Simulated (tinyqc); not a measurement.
Inside a calculation. Method: RHF in the sto-3g basis, for H2O, spin multiplicity 1. One step of it, computed by the program tinyqc.

Question. Iteration 1: building the Fock matrix. J_ij = sum D_kl (ij|kl), K_ij = sum D_kl (ik|jl); F = H + J - 0.5 K; E = tr D H + tr D J / 2 - 0.25 tr D K + E_nn.

D at the start, order 1O 1s, 1O 2s, 1O 2px, 1O 2py, 1O 2pz, 2H 1s, 3H 1s:
```
[[2.066436, -0.274764, 0.000000, 0.000000, 0.103365, -0.135011, -0.135011],
 [-0.274764, 1.246165, 0.000000, 0.000000, -0.378802, 0.354369, 0.354369],
 [0.000000, 0.000000, 2.000000, 0.000000, 0.000000, 0.000000, 0.000000],
 [0.000000, 0.000000, 0.000000, 1.483104, 0.000000, 0.349007, -0.349007],
 [0.103365, -0.378802, 0.000000, 0.000000, 1.839200, 0.122036, 0.122036],
 [-0.135011, 0.354369, 0.000000, 0.349007, 0.122036, 0.215285, 0.051027],
 [-0.135011, 0.354369, 0.000000, -0.349007, 0.122036, 0.051027, 0.215285]]
```

core Hamiltonian H = T + V (hartree), order 1O 1s, 1O 2s, 1O 2px, 1O 2py, 1O 2pz, 2H 1s, 3H 1s:
```
[[-32.606008, -7.585605, 0.000000, 0.000000, -0.015519, -1.338658, -1.338658],
 [-7.585605, -9.228171, 0.000000, 0.000000, -0.188457, -3.078758, -3.078758],
 [0.000000, 0.000000, -7.369830, 0.000000, 0.000000, 0.000000, 0.000000],
 [0.000000, 0.000000, 0.000000, -7.488249, 0.000000, -1.739651, 1.739651],
 [-0.015519, -0.188457, 0.000000, 0.000000, -7.444760, -1.437829, -1.437829],
 [-1.338658, -3.078758, 0.000000, -1.739651, -1.437829, -4.652369, -1.193430],
 [-1.338658, -3.078758, 0.000000, 1.739651, -1.437829, -1.193430, -4.652369]]
```

Two-electron integrals (ij|kl) in chemists' order, unique and non-zero (hartree):
```
(11|11) 4.785065    (21|11) 0.741380    (21|21) 0.136873    (22|11) 1.118947
(22|21) 0.256633    (22|22) 0.817206    (31|31) 0.024477    (32|31) 0.037809
(32|32) 0.180518    (33|11) 1.115814    (33|21) 0.256684    (33|22) 0.817023
(33|33) 0.880159    (41|41) 0.024477    (42|41) 0.037809    (42|42) 0.180518
(43|43) 0.047444    (44|11) 1.115814    (44|21) 0.256684    (44|22) 0.817023
(44|33) 0.785270    (44|44) 0.880159    (51|51) 0.024477    (52|51) 0.037809
(52|52) 0.180518    (53|53) 0.047444    (54|54) 0.047444    (55|11) 1.115814
(55|21) 0.256684    (55|22) 0.817023    (55|33) 0.785270    (55|44) 0.785270
(55|55) 0.880159    (61|11) 0.131453    (61|21) 0.024075    (61|22) 0.044888
(61|33) 0.044801    (61|41) 0.000868    (61|42) 0.001631    (61|44) 0.044966
(61|51) 0.000691    (61|52) 0.001297    (61|54) 0.000132    (61|55) 0.044905
(61|61) 0.004290    (62|11) 0.331876    (62|21) 0.077124    (62|22) 0.273370
(62|33) 0.268630    (62|41) 0.004540    (62|42) 0.035228    (62|44) 0.277177
(62|51) 0.003611    (62|52) 0.028023    (62|54) 0.006799    (62|55) 0.274038
(62|61) 0.013845    (62|62) 0.114881    (63|31) 0.007922    (63|32) 0.046653
(63|43) 0.007247    (63|53) 0.005765    (63|63) 0.016048    (64|11) 0.191076
(64|21) 0.044963    (64|22) 0.170153    (64|33) 0.162499    (64|41) 0.010234
(64|42) 0.067318    (64|44) 0.182061    (64|51) 0.001839    (64|52) 0.016438
(64|54) 0.009796    (64|55) 0.165706    (64|61) 0.008415    (64|62) 0.086875
(64|64) 0.080983    (65|11) 0.151992    (65|21) 0.035766    (65|22) 0.135349
(65|33) 0.129261    (65|41) 0.001839    (65|42) 0.016438    (65|44) 0.133292
(65|51) 0.009385    (65|52) 0.059729    (65|54) 0.010454    (65|55) 0.143341
(65|61) 0.006693    (65|62) 0.069105    (65|64) 0.051652    (65|65) 0.057135
(66|11) 0.483300    (66|21) 0.114131    (66|22) 0.464986    (66|33) 0.446467
(66|41) 0.008420    (66|42) 0.091003    (66|44) 0.480136    (66|51) 0.006697
(66|52) 0.072389    (66|54) 0.026782    (66|55) 0.467771    (66|61) 0.020651
(66|62) 0.250109    (66|64) 0.215834    (66|65) 0.171686    (66|66) 0.774606
(71|11) 0.131453    (71|21) 0.024075    (71|22) 0.044888    (71|33) 0.044801
(71|41) -0.000868   (71|42) -0.001631   (71|44) 0.044966    (71|51) 0.000691
(71|52) 0.001297    (71|54) -0.000132   (71|55) 0.044905    (71|61) 0.004224
(71|62) 0.013412    (71|64) 0.007474    (71|65) 0.006490    (71|66) 0.019816
(71|71) 0.004290    (72|11) 0.331876    (72|21) 0.077124    (72|22) 0.273370
(72|33) 0.268630    (72|41) -0.004540   (72|42) -0.035228   (72|44) 0.277177
(72|51) 0.003611    (72|52) 0.028023    (72|54) -0.006799   (72|55) 0.274038
(72|61) 0.013412    (72|62) 0.092352    (72|64) 0.048350    (72|65) 0.054004
(72|66) 0.163680    (72|71) 0.013845    (72|72) 0.114881    (73|31) 0.007922
(73|32) 0.046653    (73|43) -0.007247   (73|53) 0.005765    (73|63) 0.012453
(73|73) 0.016048    (74|11) -0.191076   (74|21) -0.044963   (74|22) -0.170153
(74|33) -0.162499   (74|41) 0.010234    (74|42) 0.067318    (74|44) -0.182061
(74|51) -0.001839   (74|52) -0.016438   (74|54) 0.009796    (74|55) -0.165706
(74|61) -0.007474   (74|62) -0.048350   (74|64) -0.013349   (74|65) -0.027683
(74|66) -0.077061   (74|71) -0.008415   (74|72) -0.086875   (74|74) 0.080983
(75|11) 0.151992    (75|21) 0.035766    (75|22) 0.135349    (75|33) 0.129261
(75|41) -0.001839   (75|42) -0.016438   (75|44) 0.133292    (75|51) 0.009385
(75|52) 0.059729    (75|54) -0.010454   (75|55) 0.143341    (75|61) 0.006490
(75|62) 0.054004    (75|64) 0.027683    (75|65) 0.043560    (75|66) 0.104547
(75|71) 0.006693    (75|72) 0.069105    (75|74) -0.051652   (75|75) 0.057135
(76|11) 0.118127    (76|21) 0.027715    (76|22) 0.106938    (76|33) 0.104381
(76|44) 0.106463    (76|51) 0.002013    (76|52) 0.018724    (76|55) 0.109852
(76|61) 0.004925    (76|62) 0.044794    (76|64) 0.029364    (76|65) 0.030298
(76|66) 0.101978    (76|71) 0.004925    (76|72) 0.044794    (76|74) -0.029364
(76|75) 0.030298    (76|76) 0.021790    (77|11) 0.483300    (77|21) 0.114131
(77|22) 0.464986    (77|33) 0.446467    (77|41) -0.008420   (77|42) -0.091003
(77|44) 0.480136    (77|51) 0.006697    (77|52) 0.072389    (77|54) -0.026782
(77|55) 0.467771    (77|61) 0.019816    (77|62) 0.163680    (77|64) 0.077061
(77|65) 0.104547    (77|66) 0.313013    (77|71) 0.020651    (77|72) 0.250109
(77|74) -0.215834   (77|75) 0.171686    (77|76) 0.101978    (77|77) 0.774606
```

nuclear repulsion = 8.24251542 hartree

Give: Coulomb J; exchange K; Fock matrix F; total energy of this density.

Answer.

Coulomb J (hartree), order 1O 1s, 1O 2s, 1O 2px, 1O 2py, 1O 2pz, 2H 1s, 3H 1s:
```
[[17.7742, 3.3713, 0.0000, 0.0000, -0.0086, 0.5929, 0.5929],
 [3.3713, 8.4160, 0.0000, 0.0000, -0.0047, 2.7736, 2.7736],
 [0.0000, 0.0000, 8.4015, 0.0000, 0.0000, 0.0000, 0.0000],
 [0.0000, 0.0000, 0.0000, 8.4085, 0.0000, 1.7127, -1.7127],
 [-0.0086, -0.0047, 0.0000, 0.0000, 8.4149, 1.3658, 1.3658],
 [0.5929, 2.7736, 0.0000, 1.7127, 1.3658, 4.7261, 1.0798],
 [0.5929, 2.7736, 0.0000, -1.7127, 1.3658, 1.0798, 4.7261]]
```

exchange K (hartree), order 1O 1s, 1O 2s, 1O 2px, 1O 2py, 1O 2pz, 2H 1s, 3H 1s:
```
[[9.7484, 1.7112, 0.0000, 0.0000, 0.0095, 0.3094, 0.3094],
 [1.7112, 2.5886, 0.0000, 0.0000, -0.1093, 1.0006, 1.0006],
 [0.0000, 0.0000, 2.2557, 0.0000, 0.0000, 0.0000, 0.0000],
 [0.0000, 0.0000, 0.0000, 2.1246, 0.0000, 0.5910, -0.5910],
 [0.0095, -0.1093, 0.0000, 0.0000, 2.2320, 0.4277, 0.4277],
 [0.3094, 1.0006, 0.0000, 0.5910, 0.4277, 0.9142, 0.3638],
 [0.3094, 1.0006, 0.0000, -0.5910, 0.4277, 0.3638, 0.9142]]
```

Fock matrix F (hartree), order 1O 1s, 1O 2s, 1O 2px, 1O 2py, 1O 2pz, 2H 1s, 3H 1s:
```
[[-19.7060, -5.0699, 0.0000, 0.0000, -0.0289, -0.9004, -0.9004],
 [-5.0699, -2.1064, 0.0000, 0.0000, -0.1385, -0.8055, -0.8055],
 [0.0000, 0.0000, -0.0962, 0.0000, 0.0000, 0.0000, 0.0000],
 [0.0000, 0.0000, 0.0000, -0.1421, 0.0000, -0.3225, 0.3225],
 [-0.0289, -0.1385, 0.0000, 0.0000, -0.1458, -0.2858, -0.2858],
 [-0.9004, -0.8055, 0.0000, -0.3225, -0.2858, -0.3833, -0.2955],
 [-0.9004, -0.8055, 0.0000, 0.3225, -0.2858, -0.2955, -0.3833]]
```

total energy of this density = -74.546116 hartree
